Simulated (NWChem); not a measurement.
All runs are NWChem calculations. System: hydrogen sulfide (H2S), charge 0, spin multiplicity 1, at a geometry optimised with PBE0/def2-SVP. Level: G0W0@PBE/def2-QZVP, RI basis def2-qzvp-rifit.

The NWChem input:

```
start mol
memory heap 200 mb stack 700 mb global 1700 mb
geometry units angstroms nocenter noautoz
  S      0.000000     0.000000     0.104000
  H     -0.971478     0.000000    -0.831997
  H      0.971478     0.000000    -0.831997
  symmetry group C2v
end
basis spherical
  * library def2-qzvp
end
basis "ri basis" bse spherical
  * library def2-qzvp-rifit
end
dft
  xc xpbe96 cpbe96
  iterations 100
  direct
  tolerances tight
end
task dft energy
gw
  states alpha occ 4 vir 2
end
task dft gw
```

Part of the output:

```
             Northwest Computational Chemistry Package (NWChem) 7.3.0
             --------------------------------------------------------

                                NWChem Input Module
                                -------------------

 Scaling coordinates for geometry "geometry" by  1.889725989
 (inverse scale =  0.529177249)

 Turning off AUTOSYM since
 SYMMETRY directive was detected!

                             Geometry "geometry" -> ""
                             -------------------------

 Output coordinates in angstroms (scale by  1.889725989 to convert to a.u.)

  No.       Tag          Charge          X              Y              Z
 ---- ---------------- ---------- -------------- -------------- --------------
    1 S                   16.0000     0.00000000     0.00000000     0.10400000
    2 H                    1.0000    -0.97147800     0.00000000    -0.83199700
    3 H                    1.0000     0.97147800     0.00000000    -0.83199700

 Effective nuclear repulsion energy (a.u.)      12.8249127440

            Nuclear Dipole moment (a.u.)
            ----------------------------
        X                 Y               Z
 ---------------- ---------------- ----------------
     0.0000000000     0.0000000000     0.0000113384

      Symmetry information
      --------------------

 Group name             C2v
 Group number             16
 Group order               4
 No. of unique centers     2

      Symmetry unique atoms

     1    2


 Summary of "ao basis" -> "" (spherical)
 ------------------------------------------------------------------------------
       Tag                 Description            Shells   Functions and Types
 ---------------- ------------------------------  ------  ---------------------
 *                         def2-qzvp                  on all atoms

 new library libraries.bse/

 Summary of "ri basis" -> "" (spherical)
 ------------------------------------------------------------------------------
       Tag                 Description            Shells   Functions and Types
 ---------------- ------------------------------  ------  ---------------------
 *                      def2-qzvp-rifit               on all atoms

  pbe96 is a nonlocal functional; adding pw91lda local functional.

                                 NWChem DFT Module
                                 -----------------

 Summary of "ao basis" -> "ao basis" (spherical)
 ------------------------------------------------------------------------------
       Tag                 Description            Shells   Functions and Types
 ---------------- ------------------------------  ------  ---------------------
 S                         def2-qzvp                22       70   9s6p4d2f1g
 H                         def2-qzvp                10       30   4s3p2d1f

 Summary of "ao basis" -> "ao basis" (spherical)
 ------------------------------------------------------------------------------
       Tag                 Description            Shells   Functions and Types
 ---------------- ------------------------------  ------  ---------------------
 S                         def2-qzvp                22       70   9s6p4d2f1g
 H                         def2-qzvp                10       30   4s3p2d1f

      Symmetry analysis of basis
      --------------------------

        a1         50
        a2         18
        b1         36
        b2         26

            General Information
            -------------------
          SCF calculation type: DFT
[...]
 Vector    9  Occ=2.000000D+00  E=-2.304348D-01  Symmetry=b2
              MO Center= -2.0D-15, -3.0D-14,  4.4D-02, r^2= 1.5D+00
   Bfn.  Coefficient  Atom+Function         Bfn.  Coefficient  Atom+Function
  ----- ------------  ---------------      ----- ------------  ---------------
    23      0.421043  1 S  py                20      0.370864  1 S  py
    11     -0.263209  1 S  py                26      0.245526  1 S  py
    17      0.110478  1 S  py

 Vector   10  Occ=0.000000D+00  E=-2.195835D-02  Symmetry=b1
              MO Center=  6.1D-13, -6.8D-16, -1.8D-01, r^2= 3.1D+00
   Bfn.  Coefficient  Atom+Function         Bfn.  Coefficient  Atom+Function
  ----- ------------  ---------------      ----- ------------  ---------------
    74      0.957125  2 H  s                104     -0.957125  3 H  s
    25      0.875490  1 S  px                22      0.292171  1 S  px
    19      0.254518  1 S  px                73      0.223591  2 H  s
   103     -0.223591  3 H  s                 10     -0.165897  1 S  px
    72      0.135133  2 H  s                102     -0.135133  3 H  s

 Vector   11  Occ=0.000000D+00  E=-1.722445D-02  Symmetry=a1
              MO Center= -3.2D-13,  7.6D-15, -6.4D-01, r^2= 5.1D+00
   Bfn.  Coefficient  Atom+Function         Bfn.  Coefficient  Atom+Function
  ----- ------------  ---------------      ----- ------------  ---------------
     9      1.553668  1 S  s                 74     -1.111589  2 H  s
   104     -1.111589  3 H  s                 27     -0.720601  1 S  pz
    24     -0.317238  1 S  pz                 7      0.242966  1 S  s
    73     -0.208106  2 H  s                103     -0.208106  3 H  s
     6     -0.153684  1 S  s                 21     -0.145501  1 S  pz

 Vector   12  Occ=0.000000D+00  E= 9.450152D-02  Symmetry=b1
              MO Center= -5.1D-14, -8.9D-30, -4.9D-01, r^2= 6.7D+00
   Bfn.  Coefficient  Atom+Function         Bfn.  Coefficient  Atom+Function
  ----- ------------  ---------------      ----- ------------  ---------------
    73      1.407632  2 H  s                103     -1.407632  3 H  s
    74     -1.286238  2 H  s                104      1.286238  3 H  s
    25      0.551130  1 S  px                22      0.355662  1 S  px
    46      0.329764  1 S  d  1              83      0.232344  2 H  pz
   113     -0.232344  3 H  pz                81      0.225902  2 H  px

 center of mass
 --------------
 x =   0.00000000 y =   0.00000000 z =   0.09163370

 moments of inertia (a.u.)
 ------------------
           5.932126879085           0.000000000000           0.000000000000
           0.000000000000          12.725394665337           0.000000000000
           0.000000000000           0.000000000000           6.793267786252

     Multipole analysis of the density
     ---------------------------------

     L   x y z        total         alpha         beta         nuclear
     -   - - -        -----         -----         ----         -------
     0   0 0 0      0.000000     -9.000000     -9.000000     18.000000

     1   1 0 0      0.000000      0.000000      0.000000      0.000000
     1   0 1 0     -0.000000     -0.000000     -0.000000      0.000000
     1   0 0 1     -0.402607     -0.201309     -0.201309      0.000011

     2   2 0 0     -9.186113     -7.963318     -7.963318      6.740523
     2   1 1 0      0.000000      0.000000      0.000000      0.000000
     2   1 0 1      0.000000      0.000000      0.000000      0.000000
     2   0 2 0    -12.401443     -6.200721     -6.200721      0.000000
     2   0 1 1      0.000000      0.000000      0.000000      0.000000
     2   0 0 2    -10.085990     -7.823951     -7.823951      5.561911

 Task  times  cpu:       14.0s     wall:       14.0s

                                NWChem Input Module
                                -------------------

                                 NWChem GW Module
                                 ----------------

                             ***********************
                             ***        GW       ***
                             ***********************

 Summary of "ri basis" -> "ri basis" (spherical)
 ------------------------------------------------------------------------------
       Tag                 Description            Shells   Functions and Types
 ---------------- ------------------------------  ------  ---------------------
 S                      def2-qzvp-rifit             41      167   12s10p9d6f3g1h
 H                      def2-qzvp-rifit             16       56   6s4p3d2f1g

                 Memory Information
                 ------------------
          Available GA per process is          1699.9 MBs
          Available stack per process is        700.0 MBs
          Available heap per process is           0.0 MBs

          Peak memory in Initialization
              Peak GA per process is                  3.8 MBs
              Peak stack per process is               0.2 MBs
              Peak heap per process is                4.1 MBs
              Memory not in MA per process            0.0 MBs

          Peak memory in AFF Calculation
              Peak GA per process is                 14.4 MBs
              Peak stack per process is               9.0 MBs
              Peak heap per process is                0.0 MBs
              Memory not in MA per process            9.0 MBs

          Computing 2-center integrals
          Computing Inverse Cholesky factor
          Computing 3-center integrals
          Computing V_xc ...

          Computing Sigma_x
          Computing RPA polarizability
          Solving quasiparticle equations

                  Alpha Orbitals
          State     Energy (eV)     Error (eV)
          -----------------------------------
@GW         6        -21.493           0.004
@GW         7        -15.112           0.003
@GW         8        -12.964           0.003
@GW         9        -10.015           0.002
@GW        10          2.483           0.002
@GW        11          1.944           0.005

   Applying  -3.7441 eV scissor-shift to rest of particle states

   Applying   3.0803 eV scissor-shift to rest of hole states

     GW Timing Statistics
   ------------------------
   Init.   :          0.1s
     ERIs  :          0.9s
     Distr.:          0.0s
     Vxc   :          0.1s
   Sigma_x :          0.0s
   RPA     :          0.3s
   Wmn     :          0.0s
   Sigma_c :          0.0s
   GW total:          1.5s

 Task  times  cpu:        1.5s     wall:        1.5s

 Total times  cpu:       15.5s     wall:       15.5s
```
